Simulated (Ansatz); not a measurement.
Reaction (adduct formation): BH₃ + CH₃NH₂ → `[BH3-][NH2+]C`

Program: Ansatz. Geometries: PBE0-D4/def2-TZVP. ΔE: electronic, gas phase. CBS: MP2 limit from def2 TZ/QZ plus the TZ coupled-cluster correction, frozen cores. This one scheme is used for every species. DFT in def2-TZVPP.

BH₃:

Z-matrix (Å, degrees):
```
B
H 1 1.193
H 1 1.193 2 120.0
H 1 1.193 2 120.0 3 180.0
```

CH₃NH₂:

Cartesian coordinates in Å:
```
C 0.177 0.140 0.521
N 0.044 -0.231 -0.877
H -0.769 0.269 1.067
H 0.734 1.077 0.596
H 0.762 -0.620 1.044
H -0.486 0.467 -1.383
H -0.461 -1.103 -0.968
```

`[BH3-][NH2+]C`:

Cartesian coordinates in Å:
```
B 0.717 0.197 1.123
N -0.435 0.429 -0.001
C -0.381 -0.524 -1.117
H 0.532 1.055 1.961
H 1.772 0.322 0.535
H 0.536 -0.928 1.543
H -1.340 0.375 0.457
H -0.349 1.378 -0.352
H -0.480 -1.529 -0.711
H 0.596 -0.440 -1.589
H -1.169 -0.336 -1.850
```

```json
{"level": "PBE0-D4", "ΔE (kcal/mol)": "-40.7"}
{"level": "r2SCANh", "ΔE (kcal/mol)": "-39.6"}
{"level": "LC-ωPBE", "ΔE (kcal/mol)": "-38.9"}
{"level": "HF/def2-TZVPP", "ΔE (kcal/mol)": "-24.5"}
```

What does CCSD(T)/CBS give? (An estimate is asked.)

Ansatz gave: -36.9 kcal/mol. The listed levels differ from it by -3.8, -2.7, -2.0, 12.4 kcal/mol.

Largest T1 diagnostic among the species: 0.009.

In def2-TZVPP, CCSD(T) changes the Hartree–Fock value by −12.9 kcal/mol (the triples alone add −1.6 kcal/mol) and MP2 by −13.9 kcal/mol. From BLYP to BHLYP (50 % exact exchange), in def2-TZVPP and without D4, ΔE moves by −1.6 kcal/mol. The D4 term adds −2.6 kcal/mol with B3LYP and −1.4 kcal/mol with PBE0; it sums over pairs of atoms, weighted by their polarisabilities, and B3LYP, whose exchange is more repulsive, gets the larger term.

B3LYP here is the variant with VWN-RPA as its local correlation; programs differ in this.
